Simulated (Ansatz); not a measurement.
Reaction (hydrogen abstraction from the O–H bond): `OCF` + Cl• → `[O]CF`• + HCl

Computed with Ansatz on PBE0-D4/def2-TZVP structures; ΔE is electronic, products minus reactants. CCSD(T)/CBS adds triple-zeta CCSD(T) − MP2 to the extrapolated MP2 energy (def2 sets, frozen cores). This one scheme is used for every species, atoms too. DFT in def2-TZVPP. B3LYP here is the variant with VWN-RPA as its local correlation; programs differ in this. HSE06 is defined as in plane-wave codes. Open shells (•) are unrestricted, without spin–orbit coupling. Spin–orbit coupling would lower the free atoms: a little for Cl. One conformer a species, not always the lowest.

`OCF`:

```xyz
6

O     0.127    0.868   -0.633
C    -0.099   -0.331   -0.011
F    -0.928   -0.175    1.082
H     0.689    1.414   -0.075
H     0.820   -0.797    0.364
H    -0.608   -0.978   -0.726
```

`[O]CF`•:

Cartesian coordinates in Å:
```
O -0.553 0.104 -1.181
C 0.024 0.014 -0.016
F -0.740 -0.556 0.977
H 0.951 -0.588 -0.109
H 0.319 1.026 0.329
```

HCl:

Z-matrix (Å, degrees):
```
Cl
H 1 1.279
```

```json
{"level": "LDA (SPW92)", "ΔE (kJ/mol)": "-15.1", "difference from CCSD(T)/CBS": "-41.1"}
{"level": "PBE-D4", "ΔE (kJ/mol)": "-10.3", "difference from CCSD(T)/CBS": "-36.3"}
{"level": "revPBE-D4", "ΔE (kJ/mol)": "-8.8", "difference from CCSD(T)/CBS": "-34.8"}
{"level": "BLYP-D4", "ΔE (kJ/mol)": "-3.7", "difference from CCSD(T)/CBS": "-29.7"}
{"level": "r2SCAN-D4", "ΔE (kJ/mol)": "-8.3", "difference from CCSD(T)/CBS": "-34.3"}
{"level": "B97M-V", "ΔE (kJ/mol)": "-8.3", "difference from CCSD(T)/CBS": "-34.3"}
{"level": "B3LYP-D4", "ΔE (kJ/mol)": "7.2", "difference from CCSD(T)/CBS": "-18.8"}
{"level": "r2SCANh-D4", "ΔE (kJ/mol)": "-3.9", "difference from CCSD(T)/CBS": "-29.9"}
{"level": "r2SCAN0-D4", "ΔE (kJ/mol)": "1.4", "difference from CCSD(T)/CBS": "-24.6"}
{"level": "HSE06-D4", "ΔE (kJ/mol)": "3.1", "difference from CCSD(T)/CBS": "-22.9"}
{"level": "BHLYP-D4", "ΔE (kJ/mol)": "14.8", "difference from CCSD(T)/CBS": "-11.2"}
{"level": "CAM-B3LYP-D4", "ΔE (kJ/mol)": "13.5", "difference from CCSD(T)/CBS": "-12.5"}
{"level": "ωB97X-V", "ΔE (kJ/mol)": "9.5", "difference from CCSD(T)/CBS": "-16.5"}
{"level": "ωB97M-V", "ΔE (kJ/mol)": "10.3", "difference from CCSD(T)/CBS": "-15.7"}
{"level": "B2PLYP", "ΔE (kJ/mol)": "19.2", "difference from CCSD(T)/CBS": "-6.8"}
{"level": "PBE-QIDH", "ΔE (kJ/mol)": "20.2", "difference from CCSD(T)/CBS": "-5.8"}
{"level": "PBE", "ΔE (kJ/mol)": "-10.7", "difference from CCSD(T)/CBS": "-36.7"}
{"level": "BLYP", "ΔE (kJ/mol)": "-4.6", "difference from CCSD(T)/CBS": "-30.6"}
{"level": "PBE0", "ΔE (kJ/mol)": "2.9", "difference from CCSD(T)/CBS": "-23.1"}
{"level": "r2SCANh", "ΔE (kJ/mol)": "-4.0", "difference from CCSD(T)/CBS": "-30.0"}
{"level": "r2SCAN0", "ΔE (kJ/mol)": "1.3", "difference from CCSD(T)/CBS": "-24.7"}
{"level": "HSE06", "ΔE (kJ/mol)": "2.8", "difference from CCSD(T)/CBS": "-23.2"}
{"level": "BHLYP", "ΔE (kJ/mol)": "14.5", "difference from CCSD(T)/CBS": "-11.5"}
{"level": "CAM-B3LYP", "ΔE (kJ/mol)": "13.2", "difference from CCSD(T)/CBS": "-12.8"}
{"level": "LC-ωPBE", "ΔE (kJ/mol)": "16.1", "difference from CCSD(T)/CBS": "-9.9"}
{"level": "RPA@PBE/def2-TZVPP", "ΔE (kJ/mol)": "42.5", "difference from CCSD(T)/CBS": "16.5"}
{"level": "HF/def2-SVP", "ΔE (kJ/mol)": "18.3", "difference from CCSD(T)/CBS": "-7.7"}
{"level": "MP2/def2-SVP", "ΔE (kJ/mol)": "51.1", "difference from CCSD(T)/CBS": "25.1"}
{"level": "CCSD/def2-SVP", "ΔE (kJ/mol)": "33.2", "difference from CCSD(T)/CBS": "7.2"}
{"level": "CCSD(T)/def2-SVP", "ΔE (kJ/mol)": "31.4", "difference from CCSD(T)/CBS": "5.4"}
{"level": "HF/def2-TZVPP", "ΔE (kJ/mol)": "13.0", "difference from CCSD(T)/CBS": "-13.0"}
{"level": "MP2/def2-TZVPP", "ΔE (kJ/mol)": "45.8", "difference from CCSD(T)/CBS": "19.8"}
{"level": "SCS-MP2/def2-TZVPP", "ΔE (kJ/mol)": "45.3", "difference from CCSD(T)/CBS": "19.3"}
{"level": "CCSD/def2-TZVPP", "ΔE (kJ/mol)": "27.8", "difference from CCSD(T)/CBS": "1.8"}
{"level": "CCSD(T)/def2-TZVPP", "ΔE (kJ/mol)": "26.2", "difference from CCSD(T)/CBS": "0.2"}
{"level": "HF/def2-QZVPP", "ΔE (kJ/mol)": "12.7", "difference from CCSD(T)/CBS": "-13.3"}
{"level": "MP2/def2-QZVPP", "ΔE (kJ/mol)": "45.6", "difference from CCSD(T)/CBS": "19.6"}
{"level": "HF/CBS(def2)", "ΔE (kJ/mol)": "12.6", "difference from CCSD(T)/CBS": "-13.4"}
{"level": "MP2/CBS(def2)", "ΔE (kJ/mol)": "45.7", "difference from CCSD(T)/CBS": "19.7"}
{"level": "CCSD/CBS(def2)", "ΔE (kJ/mol)": "27.7", "difference from CCSD(T)/CBS": "1.7"}
{"level": "CCSD(T)/CBS", "ΔE (kJ/mol)": "26.0", "difference from CCSD(T)/CBS": "0"}
```

Largest T1 diagnostic among the species: 0.021.

From PBE to PBE0 (25 % exact exchange), in def2-TZVPP and without D4, ΔE moves by +13.6 kJ/mol. At CCSD(T), def2-SVP lies +5.4 kJ/mol from the extrapolated value and def2-TZVPP +0.2 kJ/mol.

CCSD(T)/CBS has its own doubt, a few kJ/mol and more with outer-core shells, so smaller differences from it don't rank the levels.
